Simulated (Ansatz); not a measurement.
# SiO: one species, many methods

An exercise on one series of results from a longer session: the logs are not shown, and one member is left open.

The runs use Ansatz 0.2.0, Gaussian basis; functionals in def2-TZVPP, the program's frozen cores in correlated methods.

Levels to be run: LDA (SPW92), PBE-D4, revPBE-D4, BLYP-D4, r2SCAN-D4, B97M-V, PBE0-D4, B3LYP-D4, r2SCANh-D4, r2SCAN0-D4, HSE06-D4, BHLYP-D4, CAM-B3LYP-D4, LC-ωPBE, ωB97X-V, ωB97M-V, B2PLYP, PBE-QIDH; CCSD(T)/def2-SVP; CCSD(T)/def2-TZVPP; CCSD(T)/def2-QZVPP; extrapolation to the limit; RPA on PBE.

## The relaxed structure

All runs share one geometry, relaxed beforehand with PBE0-D4 in a triple-zeta def2 set.

SMILES `O=[Si]`, 2 atoms, charge 0, spin multiplicity 1.

Atoms are counted from 1 here; the program's logs count them from 0.

Bond lengths: O1–Si2 1.509 Å.

The first run:

Input file in.yaml:

```yaml
crystal:
  periodic: [false, false, false]
  atoms:
    - {symbol: O, position_ang: [-0.640717, 0.231481, -0.324010]}
    - {symbol: Si, position_ang: [0.640717, -0.231481, 0.324010]}
basis:
  gaussian: {orbitals: def2-TZVPP}
hamiltonian: {xc: lda}
output: {orbitals: {seedname: orbitals}}
```

Steps of the session up to this table: LDA; PBE-D4 (GGA); revPBE-D4 (GGA); BLYP-D4 (GGA); r2SCAN-D4 (meta-GGA); B97M-V (meta-GGA); PBE0-D4 (hybrid); B3LYP-D4 (hybrid); r2SCANh-D4 (hybrid); r2SCAN0-D4 (hybrid); HSE06-D4 (hybrid); BHLYP-D4 (hybrid); CAM-B3LYP-D4 (range-separated); LC-ωPBE-D4 (range-separated; the results give it without D4); ωB97X-V (range-separated); ωB97M-V (range-separated); B2PLYP (double hybrid); PBE-QIDH (double hybrid).

One of the session's tables, all rows but one given; the rest of the session is left out.

It belongs to the step «Orbital energies across the functionals». 

```
  functional  HOMO (eV)  LUMO (eV)  gap (eV)
 LDA (SPW92)      -7.54      -2.91      4.62
      PBE-D4      -7.40      -2.77      4.63
   revPBE-D4      -7.35      -2.72      4.63
     BLYP-D4      -7.28      -2.64      4.63
   r2SCAN-D4      -7.70      -2.64      5.06
      B97M-V      -7.76      -2.59      5.17
     PBE0-D4      -8.78      -1.94      6.84
    B3LYP-D4      -8.55      -2.14      6.41
  r2SCANh-D4      -8.21      -2.32      5.89
  r2SCAN0-D4      -8.97      -1.85      7.12
    HSE06-D4      -8.37      -2.32      6.05
    BHLYP-D4     -10.02      -1.04      8.98
CAM-B3LYP-D4     -10.18      -0.84      9.34
     LC-ωPBE     -11.51       0.27     11.78
     ωB97X-V          ?          ?         ?
     ωB97M-V     -11.01       0.12     11.12
```

**Question.** Estimate the row for ωB97X-V.

The run gave: HOMO (eV): -11.17; LUMO (eV): 0.20; gap (eV): 11.36. In the column «HOMO (eV)» it lies between LC-ωPBE (-11.51) and ωB97M-V (-11.01).
